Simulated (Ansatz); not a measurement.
## GaSi, sextet: reading a ladder of total energies

Geometry: that of the GaSi, quartet, kept fixed. The doublet lies 3.3 eV lower here.

```tsv
atom	x (Å)	y (Å)	z (Å)
Si	0.0000	0.0000	0.0000
Ga	0.0000	0.0000	2.4181
```

Basis cc-pVDZ; Ansatz 0.2.0. Correlated methods freeze the noble-gas cores and the filled d shells of p-block atoms, which leaves 7 electrons in 26 orbitals. R marks a restricted (for open shells ROHF) determinant. No spin–orbit coupling is included, and no scalar relativity.

Full CI is exact within this basis and frozen core; it isn't the basis-set limit.

RCCSD has a T1 diagnostic of 0.037 and a largest doubles amplitude of 0.08.

Runs differ by some tens of microhartree through their thresholds and, for an open shell, their frozen cores, so steps under 0.03 kcal/mol mean nothing.

Here the R and U totals at CCSDT(Q) differ by 0.49 kcal/mol, a measure of how far such totals hang on the determinant and its frozen core.

```json
{"level": "RHF", "total energy (hartree)": "-2211.986044"}
{"level": "RMP2", "total energy (hartree)": "-2212.053211"}
{"level": "RCCSD", "total energy (hartree)": "-2212.074051"}
{"level": "RCCSD(T)", "total energy (hartree)": "-2212.077421"}
{"level": "RCCSDT", "total energy (hartree)": "-2212.078597"}
{"level": "RCCSDT(Q)", "total energy (hartree)": "-2212.078801"}
{"level": "full CI", "total energy (hartree)": "-2212.078808"}
```

What is the correlation energy at full CI, and what share of it do RMP2 and RCCSD(T) recover?

E(corr) = -2212.078808 − (-2211.986044) = -0.092764 hartree = -2.524 eV. RMP2: -0.067167 / -0.092764 = 72.41 %. RCCSD(T): -0.091377 / -0.092764 = 98.50 %.

By how many kcal/mol does RCCSD(T) miss full CI (1 hartree = 627.509 kcal/mol), and which steps make up the rest?

-2212.077421 − (-2212.078808) = 0.001387 hartree = 0.87 kcal/mol. Steps: RCCSDT − RCCSD(T) = -0.74, RCCSDT(Q) − RCCSDT = -0.13, full CI − RCCSDT(Q) = 0.00 kcal/mol. Differences between like states or geometries often cancel part of this.
